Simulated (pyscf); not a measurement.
A first-order saddle from PySCF, ωB97X-D3(BJ)/def2-SVP:

```xyz
10

O      1.1462    -0.9396     0.3919
Sn    -0.6300    -0.0337     0.4220
O     -2.0063    -1.3911     0.1158
O     -1.0726     0.8548     2.1093
O     -0.5420     1.3670    -0.9494
H      0.9420    -2.0409     1.2236
H     -2.8558    -1.1260     0.4921
H     -0.6550     1.7222     2.1873
H     -0.2033     1.0430    -1.7937
H      0.4621    -2.5425     1.6813
```
Charge 0, spin multiplicity 2.

Surface: doublet, charge 0. Lowest wavenumbers (cm⁻¹): 837i, 56, 111, 118, 144.

Q: Name the species on either side of this saddle.

A: `[OH][Sn]([OH])([OH])[OH]` + `[H]` [doublet] ⇌ `[O][Sn]([OH])([OH])[OH]` [doublet] + `[H][H]`, a hydrogen abstraction read from left to right: H–O broken and H–H formed. At ωB97M-D3(BJ)/def2-TZVP it lies +0.80 eV from the left side and +0.11 eV from the right (each side as separated species at their lowest minima found). One saddle was located; it need not be the lowest between these sides. The angle at the transferred H is 153°. Elements past Kr carry the def2 core potentials, without spin-orbit coupling.
